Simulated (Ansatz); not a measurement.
# AlH3Cl− (SMILES [H][Al-]([H])([H])[Cl]): MP2/STO-3G

Aim: the energy change on altering one bond length of AlH3Cl− at MP2/STO-3G, from 2 runs. 

The results are computed with Ansatz 0.2.0.

1 further run of the same task is left out (it didn't finish).

### Step 1. The system as given

AlH3Cl−: 5 atoms, total charge -1, spin state singlet. As SMILES, `[H][Al-]([H])([H])[Cl]`. Geometry: a GFN2-xTB relaxation, a rough one for these elements and not checked as a minimum.

Bond lengths: Al1–Cl2 2.096 Å, Al1–H3 1.609 Å, Al1–H4 1.608 Å, Al1–H5 1.609 Å. Angles: Cl2–Al1–H3 107.0°, Cl2–Al1–H4 107.2°, Cl2–Al1–H5 107.4°, H3–Al1–H4 111.6°, H3–Al1–H5 111.7°, H4–Al1–H5 111.8°.

### Step 2. A single-point energy at MP2/STO-3G

Input file run.yaml:

```yaml
crystal:
  periodic: [false, false, false]
  atoms:
    - {symbol: Al, position_ang: [-0.002450, 0.000420, -0.134210]}
    - {symbol: Cl, position_ang: [0.013850, -0.018360, 1.961810]}
    - {symbol: H, position_ang: [1.532100, 0.011680, -0.616990]}
    - {symbol: H, position_ang: [-0.775390, 1.334390, -0.590440]}
    - {symbol: H, position_ang: [-0.768110, -1.328130, -0.620160]}
basis:
  gaussian:
    orbitals: STO-3G
total_charge: -1
correlation:
  method: mp2
  frozen_orbitals: {Al: 5, Cl: 5, H: 0}
accuracy: high
```

On the command line:

```console
$ ansatz run run.yaml --threads 1 --pin off --max-ram 2610MiB --events-out events.jsonl --progress --plain --runs-dir runs
```

Log:

```text
Warning: RAYON_NUM_THREADS=1 ignored (pool sized by the plan → 1); use --threads N
Functional definition: HF
  name "HF"
  exchange = exact_x
  correlation = 0
362 factors; integrals over basis functions are off by at most 1.3e-8 eV
mean field evaluation 1: about -18919.4748 eV, gradient 1.4e1 eV
mean field evaluation 2: about -18919.4848 eV, gradient 1.4e1 eV
mean field evaluation 4: about -18920.3376 eV, gradient 5.4e-1 eV
mean field evaluation 8: about -18920.3380 eV, gradient 4.1e-5 eV
mean field -18920.33797284 eV, -695.3095958362 hartree, gradient 8.0e-8 eV, S^2 0.000000; 0 other end points of the search recorded, 0 dependent functions left out
10 core orbitals not correlated: weight in the atoms' cores, before any rotation towards them, 0.999 or more for the frozen orbitals, at most 0.000 for the correlated occupied ones
reference -18920.33797284 eV, -695.3095958362 hartree; 7, 7 occupied and 4, 4 virtual orbitals, 362 factors
second order -0.98826645 eV of doubles, -0.00000000 eV of singles
Total energy: -18921.32623929 eV, -695.3459139583 hartree
```

It took 0.12 s on 1 thread of Intel Xeon 6975P-C (Granite Rapids), shared host.

### Step 3. The distorted shape, same level

Input file input.yaml:

```yaml
crystal:
  periodic: [false, false, false]
  atoms:
    - {symbol: Al, position_ang: [0.190802, -0.333102, -0.020142]}
    - {symbol: Cl, position_ang: [0.207102, -0.351882, 2.075878]}
    - {symbol: H, position_ang: [1.725352, -0.321842, -0.502922]}
    - {symbol: H, position_ang: [-0.775390, 1.334390, -0.590440]}
    - {symbol: H, position_ang: [-0.574858, -1.661652, -0.506092]}
basis:
  gaussian:
    orbitals: STO-3G
total_charge: -1
correlation:
  method: mp2
  frozen_orbitals: {Al: 5, Cl: 5, H: 0}
accuracy: high
```

On the command line:

```console
$ ansatz run input.yaml --threads 1 --pin off --max-ram 2610MiB --events-out events.jsonl --progress --plain --runs-dir runs
```

Log:

```text
Warning: RAYON_NUM_THREADS=1 ignored (pool sized by the plan → 1); use --threads N
[... 4 set-up lines as earlier in the session ...]
362 factors; integrals over basis functions are off by at most 1.4e-8 eV
mean field evaluation 1: about -18917.2942 eV, gradient 1.6e1 eV
mean field evaluation 2: about -18917.3023 eV, gradient 1.6e1 eV
mean field evaluation 4: about -18918.6332 eV, gradient 7.1e-1 eV
mean field evaluation 8: about -18918.6334 eV, gradient 9.4e-5 eV
mean field -18918.63343505 eV, -695.2469552276 hartree, gradient 5.6e-9 eV, S^2 0.000000; 0 other end points of the search recorded, 0 dependent functions left out
10 core orbitals not correlated: weight in the atoms' cores, before any rotation towards them, 0.999 or more for the frozen orbitals, at most 0.000 for the correlated occupied ones
reference -18918.63343505 eV, -695.2469552276 hartree; 7, 7 occupied and 4, 4 virtual orbitals, 362 factors
second order -1.15828268 eV of doubles, -0.00000000 eV of singles
Total energy: -18919.79171772 eV, -695.2895213308 hartree
```

Run time: 0.12 s. Hardware: 1 thread of Intel Xeon 6975P-C (Granite Rapids), shared host.

### Step 4. Summary of results

Level: MP2/STO-3G, 10 core orbitals frozen.

```
                                                          quantity          value
                                         first shape: total energy  -695.34591 Eh
         first shape: correlation energy (10 core orbitals frozen)      -36.3 mEh
                                     distorted shape: total energy  -695.28952 Eh
     distorted shape: correlation energy (10 core orbitals frozen)      -42.6 mEh
energy change with the Al1–H4 bond stretched from 1.608 to 2.010 Å       1.535 eV
```

**Reading.** With the Al1–H4 bond stretched from 1.608 to 2.010 Å the energy rises by 1.53 eV (35 kcal/mol). The first shape isn't relaxed at this level, so the change isn't measured from a minimum. The minimal basis adds a large error of its own.
